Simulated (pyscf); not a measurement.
Thermochemistry of product channels of F–C•(F)–F (SMILES F[C](F)F) + CH₄ (SMILES C) on the doublet surface, in kcal/mol, from CCSD(T)/def2-TZVPP + ΔMP2(QZVPP) energies (ideal gas, 1 atm, RRHO with modes under 100 cm⁻¹ raised to 100, one conformer, R ln 2 for rigid chiral ones). Optimised with ωB97X-D3(BJ)/def2-SVP in PySCF. Correlated levels are frozen-core, on RHF or UHF. ΔMP2 is the change of the MP2 total energy from the triple- to the quadruple-zeta basis.

```tsv
products	ΔE	ΔH(298 K)	ΔG(298 K)	ΔG(1200 K)
HF (SMILES F) + F–C:–F (SMILES F[C]F) [singlet] + CH₃• (SMILES [CH3])	+56.9	+51.9	+40.6	+4.2
HF (SMILES F) + H₃C–C•(F)–F (SMILES C[C](F)F)	-6.9	-6.9	-7.7	-11.8
```

These are energies of the channels, which say nothing of barriers. The CCSD(T) − MP2 part came from Ansatz, without density fitting, on the same reference.
